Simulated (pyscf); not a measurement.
Four-centre exchange: Cl–BH–Cl + HCl → Cl–B(Cl)–Cl + H₂

Gas phase, singlet surface, charge 0. Bonds broken: B2–H4, Cl5–H6. Bonds formed: B2–Cl5, H4–H6. Structures and frequencies: ωB97X-D3(BJ)/def2-SVP in PySCF.

Transition state (Å):

```xyz
6

Cl     0.0038     2.0847    -0.4208
B      0.3785     0.4417     0.1099
Cl     1.8802     0.0742     0.9652
H     -0.6345    -0.0692     0.7403
Cl     0.1577    -0.8682    -1.4908
H     -0.5775    -0.6469    -0.1748
```

One imaginary mode, 982i cm⁻¹; descent along it reached the two sides named.

| bond | change | reactant side (Å) | saddle | product side |
|---|---|---|---|---|
| B2–H4 | breaks | 1.200 | 1.298 | 3.1 |
| Cl5–H6 | breaks | 1.284 | 1.524 | 3.2 |
| B2–Cl5 | forms | 3.1 | 2.080 | 1.743 |
| H4–H6 | forms | 2.9 | 1.084 | 0.760 |

Electronic energies relative to the separated reactants (eV):

```json
[
 {"level": "ωB97X-D3(BJ)/def2-TZVP", "barrier": "1.04", "reaction energy": "-0.62", "reverse barrier": "1.66"},
 {"level": "PBE/def2-TZVP", "barrier": "0.77", "reaction energy": "-0.61", "reverse barrier": "1.38"},
 {"level": "r²SCAN/def2-TZVP", "barrier": "0.84", "reaction energy": "-0.65", "reverse barrier": "1.49"},
 {"level": "B3LYP-D3(BJ)/def2-TZVP", "barrier": "1.05", "reaction energy": "-0.58", "reverse barrier": "1.63"},
 {"level": "PBE0-D3(BJ)/def2-TZVP", "barrier": "0.84", "reaction energy": "-0.60", "reverse barrier": "1.44"},
 {"level": "M06-2X/def2-TZVP", "barrier": "1.06", "reaction energy": "-0.61", "reverse barrier": "1.67"},
 {"level": "ωB97M-D3(BJ)/def2-TZVP", "barrier": "1.07", "reaction energy": "-0.56", "reverse barrier": "1.63"},
 {"level": "HF/def2-TZVP", "barrier": "2.00", "reaction energy": "-0.32", "reverse barrier": "2.32"}
]
```

With ωB97M-D3(BJ)/def2-TZVP energies and thermal terms (ideal gas, 1 atm, RRHO with modes under 100 cm⁻¹ raised to 100, one conformer, R ln 2 for chiral ones without a mode under 150 cm⁻¹), in eV:

```tsv
T (K)	ΔH‡	ΔG‡	ΔH	ΔG
298	1.05	1.49	-0.64	-0.54
600	1.04	1.94	-0.61	-0.44
900	1.05	2.39	-0.58	-0.37
1200	1.07	2.83	-0.57	-0.30
```

One saddle was located; it need not be the lowest between these sides.
